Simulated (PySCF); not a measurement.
# PSOH: structure of the singlet

The task is one start of a wider search on PSOH: the singlet, from a bent start. It is relaxed, tested by its Hessian and followed downhill if it is a saddle.

Method: PBE0, basis P def2-TZVP, S def2-TZVP, O def2-TZVP, H def2-TZVP, no relativity, density fitting; program: PySCF 2.14.0.

## 1. Where the work starts

4 atoms, charge 0, spin multiplicity 1.

Bond lengths: P1–S2 1.960 Å, P1–O3 1.740 Å, O3–H4 0.960 Å. Angles: S2–P1–O3 110.0°, P1–O3–H4 130.0°.

Coordinates in bohr (charge 0 multiplicity 1):
```
P     0.0000    0.0000    0.0000
S    -3.0340    0.0000    2.1244
O     2.6934    0.0000    1.8859
H     3.6487   -1.3897    2.5549
```

## 2. The SCF at the typed geometry

One driver script runs all steps and calls PySCF; scf.py shows how it sets up the SCF of each step. The optimiser is the driver's own. After this first run the driver tries any further starts and a stability analysis.

The input, scf.py:

```python
from pyscf import gto, scf, dft
mol = gto.M(atom='''
P      0.000000     0.000000     0.000000
S     -1.605500     0.000000     1.124200
O      1.425300     0.000000     0.998000
H      1.930800    -0.735400     1.352000''',
    basis={'P': 'def2-TZVP', 'S': 'def2-TZVP', 'O': 'def2-TZVP', 'H': 'def2-TZVP'},
    charge=0, spin=0)
mf = dft.RKS(mol, xc='PBE0')
mf.grids.atom_grid = (50, 194)
aux = {'P': 'def2-universal-JKFIT', 'S': 'def2-universal-JKFIT', 'O': 'def2-universal-JKFIT', 'H': 'def2-universal-JKFIT'}
mf = mf.density_fit(auxbasis=aux)
mf.conv_tol = 1e-08
mf.diis_space = 10
mf.max_cycle = 60
mf.init_guess = 'minao'
mf.verbose = 4
mf.kernel()
```

On the command line:

```console
> OMP_NUM_THREADS=2 python axn.py task.json out
```

After this run come: Relaxing the singlet from the bent start; Vibrations and properties at this point.

Q: Predict the outcome of this session. Wanted: minimum; geometry; wavenumbers; dipole moment; highest occupied, lowest empty level; polar-tensor charge of P1; zero-point energy; atomisation energy.

As calculated:

```
                                 quantity                                                              value
                                  minimum                                                        singlet, Cs
                                 geometry  O–H 0.969 Å, P–O 1.614 Å, P–S 1.909 Å; H–O–P 113.0°, O–P–S 109.9°
                       wavenumbers (cm⁻¹)       316 (a'), 577 (a''), 723 (a'), 874 (a'), 983 (a'), 3753 (a')
                            dipole moment                                                             1.25 D
     highest occupied, lowest empty level                                                    -7.47, -2.81 eV
                polar-tensor charge of P1                                                            +0.90 e
                        zero-point energy                                                        43.2 kJ/mol
                      entropy at 298.15 K                                                    273.3 J/(mol K)
atomisation energy (no zero-point energy)                                                        1284 kJ/mol
```

From C1 at the start the molecule goes to a Cs minimum. The strongest infrared band lies at 874 cm⁻¹ (a'). Other starts or spin states, not run here, may lie lower.
